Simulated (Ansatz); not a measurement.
# BSiHO+ (doublet): wave-function methods side by side, def2-TZVPP

An exercise on one series of results from a longer session: the logs are not shown, and one member is left open.

Method: def2-TZVPP, core rule «outside noble gas», up to 7 orbitals frozen; program: Ansatz 0.2.0, Gaussian basis.

The runs, in order: UHF; ROHF; CCSD(T) on UHF.

2 further runs of the same task are left out: 2 set aside as unsound or not needed.

## The system

The geometry is a PBE0/def2-TZVP stationary point (not a proven minimum) of the parent state, kept for this charge and spin.

4 atoms, charge 1, spin multiplicity 2.

Atoms are counted from 1 here; the program's logs count them from 0.

Bond lengths: O1–B2 1.283 Å, O1–Si3 1.900 Å, B2–Si3 2.089 Å, B2–H4 1.185 Å. Angles: B2–O1–Si3 79.4°, O1–B2–Si3 63.4°, O1–B2–H4 146.8°, Si3–B2–H4 149.8°, O1–Si3–B2 37.1°.

The first run:

Contents of in.yaml:

```yaml
crystal:
  periodic: [false, false, false]
  atoms:
    - {symbol: O, position_ang: [0.000000, -0.676845, 0.785054]}
    - {symbol: B, position_ang: [0.000000, 0.567200, 1.099112]}
    - {symbol: Si, position_ang: [0.000000, 0.118108, -0.941049]}
    - {symbol: H, position_ang: [0.000000, 1.369113, 1.971283]}
basis:
  gaussian: {orbitals: def2-TZVPP}
total_charge: 1
magnetization: {spin_polarized: true, initial_magnetization: 1}
hamiltonian: {xc: hf}
output: {orbitals: {seedname: orbitals}}
```

The run is started by

```console
ansatz run in.yaml --threads 1 --pin off --events-out ev --progress --plain --max-ram 4096MiB --backend cpu
```

Steps of the session up to this table: UHF; ROHF; CCSD(T) on UHF.

One table of the session follows, with a row left open; its other results are not shown here.

It belongs to the step «Misses and costs». 

| method | from UCCSD(T) (meV) |
| --- | --- |
| ROHF | +11734.5 |
| UHF | +11569.9 |
| UMP2 | ? |
| UCCSD | +525.5 |
| UCCSD(T) | 0 |

Estimate the missing values for UMP2.

As computed: from UCCSD(T) (meV): +1045.2. In the column «from UCCSD(T) (meV)» it lies between UCCSD (+525.5) and UHF (+11569.9).
